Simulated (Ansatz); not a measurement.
# PH (triplet): the correlation ladder, aug-cc-pVDZ

Aim: climb from Hartree-Fock through coupled cluster and multireference methods for PH (triplet) at one geometry and basis, and see what each rung misses.

Program: Ansatz 0.2.0, Gaussian basis. Level of theory: aug-cc-pVDZ, core rule «outside noble gas», up to 5 orbitals frozen. These are calculated values, not measurements.

Plan: UHF; CCSD(T) on ROHF; CCSD(T) on UHF; BCCD(T) on ROHF; CISD; CCSDT(Q) on ROHF; CCSDT(Q) on UHF; CISDTQ; CCSDTQ on ROHF; CCSDTQ on UHF; CASSCF and MRCISD+Q, 6 electrons in 5 orbitals; CASSCF and NEVPT2, 6 electrons in 5 orbitals; Full CI.

5 further runs of the same task are left out: 5 set aside as unsound or not needed.

**1. The geometry**

The geometry is a PBE0/def2-TZVPD stationary point (not a proven minimum) of the parent state, kept for this charge and spin.

2 atoms, charge 0, spin multiplicity 3.

Atoms are counted from 1 here; the program's logs count them from 0.

Bond lengths: P1–H2 1.443 Å.

**2. UHF**

in.yaml

```yaml
crystal:
  periodic: [false, false, false]
  atoms:
    - {symbol: P, position_ang: [0.000000, 0.000000, 0.000000]}
    - {symbol: H, position_ang: [0.000000, 0.000000, 1.442600]}
basis:
  gaussian: {orbitals: aug-cc-pVDZ}
magnetization: {spin_polarized: true, initial_magnetization: 2}
hamiltonian: {xc: hf}
output: {orbitals: {seedname: orbitals}}
```

Run with:

```
$ ansatz run in.yaml --threads 1 --pin off --events-out ev --progress --plain --max-ram 2816MiB --backend cpu
```

Further steps of the session: CCSD(T) on ROHF; CCSD(T) on UHF; BCCD(T) on ROHF; CISD; CCSDT(Q) on ROHF; CCSDT(Q) on UHF; CISDTQ; CCSDTQ on ROHF; CCSDTQ on UHF; CASSCF and MRCISD+Q, 6 electrons in 5 orbitals; CASSCF and NEVPT2, 6 electrons in 5 orbitals; Full CI.

**Question.** What will the summary of the whole plan be? Wanted: FCI below the RHF energy; RMP2 from FCI; UMP2 from FCI; RCCSD from FCI; RCCSD(T) from FCI; UCCSD(T) from FCI; RCCSDT(Q) from FCI; UCCSDT(Q) from FCI; NEVPT2 valence from FCI.

The runs gave:

| quantity | value |
| --- | --- |
| FCI below the RHF energy | -3.2685 eV |
| RMP2 from FCI | +16.41 kcal/mol |
| UMP2 from FCI | +17.02 kcal/mol |
| RCCSD from FCI | +2.22 kcal/mol |
| RCCSD(T) from FCI | +0.49 kcal/mol |
| UCCSD(T) from FCI | +0.47 kcal/mol |
| RCCSDT(Q) from FCI | +0.01 kcal/mol |
| UCCSDT(Q) from FCI | +0.01 kcal/mol |
| NEVPT2 valence from FCI | +15.38 kcal/mol |
| MRCISD+Q valence from FCI | -0.56 kcal/mol |
| levels within 1 kcal/mol (43 meV) | RCCSD(T), UCCSD(T), BCCD(T), RCCSDT, UCCSDT, CISDTQ, RCCSDT(Q), UCCSDT(Q), RCCSDTQ, UCCSDTQ, MRCISD+Q valence |
| T1 diagnostic | 0.021 |
| effectively unpaired electrons | 2.04 |

In words: RCCSD(T) misses by +0.49 kcal/mol, 0.6 % of the correlation energy. MRCISD+Q valence falls below full CI: the +Q correction isn't variational, and the cores differ from full CI's. One determinant dominates. Of the multireference levels listed MRCISD+Q valence comes nearest in total energy (-0.56 kcal/mol), which doesn't show that its space is the better one. These misses are within one basis, not against nature; the frozen cores of restricted and unrestricted runs differ, which can shift their rows.
